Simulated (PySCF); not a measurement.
**19F chemical shifts**

[PySCF 2.14.0 with density-fitted response routines: σ from GIAO-PBE0/pcSseg-1; GFN2-xTB geometry; non-relativistic; gas phase; rapidly exchanging positions averaged; one conformer]

Shieldings were converted by a linear fit to measured shifts: 19F: δ = 146.13 − 0.903σ +14.6 on sp3 carbon (rms 6.0 ppm, 223 shifts, 7.0 ppm with the 5 outliers that the fit left out vs CFCl3, solution or neat liquid). Occasional misses reach two or three times the rms, and more in compound classes unlike the fitted ones.

Question: Give the 19F shifts of `F[C@@H]1C[C@@H](F)[C@H]2C[C@H]21`.

Answer: 
```json
{"compound": "[F:1][C@@H:2]1[CH2:3][C@@H:4]([F:5])[C@H:6]2[CH2:7][C@@H:8]12", "environment": "F1: fluorine on an sp3 carbon", "δ (ppm)": "-169.5"}
{"compound": "[F:1][C@@H:2]1[CH2:3][C@@H:4]([F:5])[C@H:6]2[CH2:7][C@@H:8]12", "environment": "F5: fluorine on an sp3 carbon", "δ (ppm)": "-187.4"}
```

Question: Match the shifts -51.1, -64.1, -109.7, -119.1, -135.7 ppm to `CC[SiH2][SiH2]C(F)(F)F`, `C#Cc1n[nH]c(F)n1`, `FCF`, `CC([SiH3])([SiH3])C(F)(F)F`, `FC(F)CC1=CCCC1`.

Answer: -51.1: CC[SiH2][SiH2]C(F)(F)F (fluorine of a CF3 group); -64.1: CC([SiH3])([SiH3])C(F)(F)F (fluorine of a CF3 group); -109.7: FC(F)CC1=CCCC1 (fluorine of a CF2 group); -119.1: C#Cc1n[nH]c(F)n1 (aryl fluorine); -135.7: FCF (fluorine of a CF2 group).
